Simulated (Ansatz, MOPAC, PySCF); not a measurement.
Gas-phase reaction in SMILES: CO (CH4O) -> [CH2]O (CH3O) + H atom (the C-H bond breaks)

Property: bond dissociation energy (enthalpy at 298 K), in kcal/mol. Terms: 6-311+G** with 5d; six Cartesian d functions in 6-31G* and its kin unless marked 5d; no dispersion term unless named; open shells spin-unrestricted; spin-orbit terms left out; non-relativistic; valence correlation only. CBS marks a two-point X^-3 extrapolation of the correlation energy; Hartree-Fock from the larger set. Ab initio and DFT rows: single points at B3LYP-D3(BJ) geometries (Ansatz, a quantum-chemistry and plane-wave program), with unscaled harmonic terms from B3LYP/6-31G* at its own minima. Semi-empirical rows: MOPAC heats of formation at their own minima for 298 K.

Measured values: Active Thermochemical Tables 1.112 (ions: stationary electron), as tabulated in the package chemicals; they hold spin-orbit and core effects, anharmonicity. 

Value to compare with, the measured value: 96.2 kcal/mol.

```csv
level,program,bond dissociation energy (enthalpy at 298 K) (kcal/mol),error
PM6,MOPAC,76.6,-19.6
HF/6-311+G**,Ansatz,72.5,-23.7
BLYP/6-31G*,Ansatz,92.5,-3.7
B3LYP/STO-3G,Ansatz,115.8,19.6
B3LYP/6-31G*,Ansatz,94.5,-1.7
B3LYP/cc-pVDZ,Ansatz,91.4,-4.8
MP2/6-31G*,Ansatz,88.0,-8.2
MP2/6-311+G**,Ansatz,92.0,-4.2
B3PW91/6-31G* (5d),PySCF,93.4,-2.8
B3LYP-D3(BJ)/def2-TZVPD,Ansatz + dftd3,93.6,-2.6
wB97X-V/def2-TZVPD,Ansatz,94.6,-1.6
"CCSD(T)/CBS(cc-pVTZ,cc-pVQZ)",Ansatz,96.5,0.3
```

Among the 9 habitual levels, HF/6-311+G** lies farthest from the measured value (-23.7 kcal/mol); 1 of 9 lie above it, and their mean absolute error is 9.8 kcal/mol, the median 4.8. One case shows no general order.

The levels are drawn from those run, B3LYP/6-31G* more often than the rest, none by its result; runs whose electronic state is in doubt are left out.
